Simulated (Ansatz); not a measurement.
CsCl-type TlCl, treated with HSE06 (PAW; Ansatz, a program for electronic structure).

Settings: plane-wave cutoff 500 eV, 6×6×6 k mesh, gaussian smearing 0.02 eV, scalar-relativistic PAW data made under PBE.

Computed at the level's own relaxed cell.

### Question
Estimate the equilibrium volume per atom, lattice constant a and band gap that the calculation returns.

### Answer

- equilibrium volume per atom: 29.27 Å³/atom
- lattice constant a: 3.883 Å
- band gap: 2.95 eV (on the SCF k mesh)

Measured, for comparison: equilibrium volume per atom 28.35 Å³/atom, lattice constant a 3.842 Å (temperature not stated, no zero-point or thermal correction; as tabulated in Wikipedia's data pages). Computed (rounded) less measured: equilibrium volume per atom +3.2 %, lattice constant a +1.1 %.

Spin–orbit coupling is not included; with these elements it can move the gap by several tenths of an eV or more.

Static lattice: no zero-point or thermal effects.

Cost on a shared machine: roughly 9 core-minutes.
